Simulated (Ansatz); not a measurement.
# SiNH₅ (singlet): wave-function methods side by side at distance N1–H4 along a hydrogen transfer = 0.942 Å, cc-pVDZ

An exercise on one series of results from a longer session: the logs are not shown, and one member is left open.

Program: Ansatz 0.2.0, Gaussian basis. Level of theory: cc-pVDZ, core rule «outside noble gas», up to 6 orbitals frozen. These are calculated values, not measurements.

Plan: UHF; CCSD(T) on RHF; CCSD(T) on UHF; BCCD(T) on RHF; CISD; CCSDT(Q) on RHF; CASSCF and MRCISD+Q, 2 electrons in 2 orbitals; CASSCF and NEVPT2, 2 electrons in 2 orbitals; CASSCF and MRCISD+Q, 8 electrons in 8 orbitals; CASSCF and NEVPT2, 8 electrons in 8 orbitals.

7 further runs of the same task are left out: 1 for a mislabelled method, 3 that didn't finish, 3 set aside as unsound or not needed.

## The geometry

The geometry derives from fragments relaxed apart (PBE0/def2-TZVP) and kept rigid, so it is no stationary point. A hydrogen atom is moved between rigid fragments.

7 atoms, charge 0, spin multiplicity 1.

Atoms are counted from 1 here; the program's logs count them from 0.

Bond lengths: N1–H2 1.012 Å, N1–H3 1.012 Å, N1–H4 0.942 Å, Si5–H6 1.526 Å, Si5–H7 1.526 Å. Angles: H2–N1–H3 107.1°, H2–N1–H4 107.1°, H3–N1–H4 107.1°, H6–Si5–H7 91.2°.

Set-up of the first run:

Contents of in.yaml:

```yaml
crystal:
  periodic: [false, false, false]
  atoms:
    - {symbol: N, position_ang: [-2.060729, 0.025300, -0.018825]}
    - {symbol: H, position_ang: [-2.358008, 0.993134, -0.018825]}
    - {symbol: H, position_ang: [-2.358008, -0.376999, 0.861435]}
    - {symbol: H, position_ang: [-1.118729, 0.025300, -0.018825]}
    - {symbol: Si, position_ang: [1.113271, 0.025300, -0.018825]}
    - {symbol: H, position_ang: [1.725452, -0.848984, 1.071187]}
    - {symbol: H, position_ang: [1.725452, -0.848984, -1.108837]}
basis:
  gaussian: {orbitals: cc-pVDZ}
magnetization: {spin_polarized: true, initial_magnetization: 0}
hamiltonian: {xc: hf}
output: {orbitals: {seedname: orbitals}}
```

On the command line:

```
$ ansatz run in.yaml --threads 1 --pin off --events-out ev --progress --plain --max-ram 2393MiB
```

Among the steps run: UHF; CCSD(T) on RHF; CCSD(T) on UHF; BCCD(T) on RHF; CISD; CCSDT(Q) on RHF; CASSCF and MRCISD+Q, 2 electrons in 2 orbitals; CASSCF and NEVPT2, 2 electrons in 2 orbitals; CASSCF and MRCISD+Q, 8 electrons in 8 orbitals; CASSCF and NEVPT2, 8 electrons in 8 orbitals.

One of the session's tables, all rows but one given; the rest of the session is left out.

```
           method  from RCCSDT(Q) (kcal/mol)
              RHF                    +206.62
              UHF                    +205.01
             RMP2                     +32.07
             CISD                     +24.79
            RCCSD                      +5.05
         RCCSD(T)                      +0.86
          BCCD(T)                      +0.85
           RCCSDT                      +0.29
        RCCSDT(Q)                          0
      CASSCF pair                          ?
      NEVPT2 pair                     +30.71
      MRCISD pair                     +21.07
    MRCISD+Q pair                      +2.71
  CASSCF frontier                    +142.65
  MRCISD frontier                     +13.54
MRCISD+Q frontier                      +0.84
```

**Question.** Estimate the row for CASSCF pair.

As computed: from RCCSDT(Q) (kcal/mol): +194.53. In the column «from RCCSDT(Q) (kcal/mol)» it lies between CASSCF frontier (+142.65) and UHF (+205.01).

Not comparable, so not listed: CCSD(T) on UHF; CASSCF and NEVPT2, 8 electrons in 8 orbitals (they don't share determinant, frozen orbitals or solution with the rows shown, or repeat one).

Limits of these values: Warnings: restricted reference is unstable; spin contamination. Warnings in the runs' records: passed over end.
